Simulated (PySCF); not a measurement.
## Deuteron quadrupole couplings in `C=C[C@H](C)[S-]`

C4H7S (charge -1).
Geometry (PBE0-D3(BJ)/def2-SVP, Å), atoms numbered from 1 in this order:
```xyz
12
C4H7S angstrom
C      2.021   -0.546    0.013
C      0.830    0.006   -0.271
C     -0.368    0.072    0.616
C     -1.566   -0.636   -0.014
S     -0.709    1.838    0.906
H      2.869   -0.486   -0.678
H      2.203   -1.030    0.980
H      0.682    0.508   -1.238
H     -0.124   -0.450    1.564
H     -1.814   -0.150   -0.973
H     -2.442   -0.508    0.642
H     -1.389   -1.717   -0.189
```

Level: PBE0/pcSseg-1 (PySCF, non-relativistic); Q(2H) = 0.00286 b; rigid geometry, the same for H and D, with no vibrational averaging.

Question: Rank these positions by the coupling χzz of a deuteron there, largest first.
A. H10 (methyl hydrogen)
B. H8 (vinylic hydrogen)
C. H9 (methine hydrogen)
D. H7 (vinylic hydrogen)

Answer: D (210 kHz), B (201 kHz), A (197 kHz), C (190 kHz).

Q: What are Vzz, η and χzz (234.96 MHz × Q × Vzz) at all hydrogens?

A: 
```
atom  bonded to  bond length (Å)  Vzz (au)     η  χzz (kHz)
  H6         C1            1.096    0.3145  0.09        211
  H7         C1            1.096    0.3119  0.09        210
  H8         C2            1.099    0.2988  0.05        201
  H9         C3            1.109    0.2823  0.05        190
 H10         C4            1.103    0.2927  0.03        197
 H11         C4            1.102    0.2946  0.02        198
 H12         C4            1.110    0.2848  0.01        191
```

Q: How does χzz go with the bond length over the 7 C–H bonds?

A: A straight-line fit has a slope of -13.9 kHz for each 0.01 Å, with a correlation coefficient of -0.96, over lengths from 1.096 to 1.110 Å. The longer bonds have the smaller couplings here.

Q: A static deuteron (I = 1) shows a doublet split by (3/2)χ, (3/4)χ(1 + η) and (3/4)χ(1 − η) with the field along z, y and x of the gradient. What are these for H10?

A: With |χ| = 196.7 kHz and η = 0.027: 295, 151 and 144 kHz, to first order and without motion.

Isolated species at its PBE0-D3(BJ)/def2-SVP geometry (one conformer only). The pcSseg-1 basis has no diffuse functions, a weakness for an anion. The HOMO energy is positive at this level (+0.20 eV), so the outermost electrons may be held by the finite basis alone. The basis is small and wasn't made for field gradients, so the couplings can be 20 % off.
